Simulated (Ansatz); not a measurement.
Correlation energies of C4H8F2 (`CCC(F)CF`) by basis set

```xyz
14

C    -1.557    0.806   -0.852
C    -0.166    0.724   -0.248
C     0.197   -0.676    0.195
F    -0.736   -1.122    1.122
C     1.561   -0.741    0.824
F     1.940   -2.048    1.038
H    -1.793    1.829   -1.149
H    -1.638    0.172   -1.738
H    -2.311    0.478   -0.135
H    -0.087    1.396    0.614
H     0.582    1.055   -0.976
H     0.155   -1.375   -0.650
H     2.299   -0.274    0.165
H     1.554   -0.225    1.789
```

Total charge 0; spin multiplicity 1. All single points use the PBE0-D4/def2-TZVP geometry. It is one conformer, not always the lowest. Frozen core, restricted reference, Ansatz. CBS rows extrapolate triple and quadruple zeta; past MP2 they add the triple-zeta difference.

| basis | HF (Eh) | MP2 corr. | CCSD corr. | (T) | CCSD(T) total |
| --- | --- | --- | --- | --- | --- |
| def2-SVP | -354.72964 | -0.93177 | ? | -0.02358 | ? |
| def2-TZVPP | -355.15323 | ? | -1.23207 | -0.04254 | ? |
| def2-QZVPP | ? | -1.28057 | – | – | – |
| CBS(def2) | -355.17139 | ? | -1.39352 | as TZ | ? |

Q: Fill in the withheld values. (Best estimate.)

A: Computed: def2-SVP CCSD corr.: -0.98982; def2-SVP CCSD(T) total: -355.74304; def2-TZVPP MP2 corr.: -1.18782; def2-TZVPP CCSD(T) total: -356.42784; def2-QZVPP HF (Eh): -355.16919; CBS(def2) MP2 corr.: -1.34927; CBS(def2) CCSD(T) total: -356.60745.
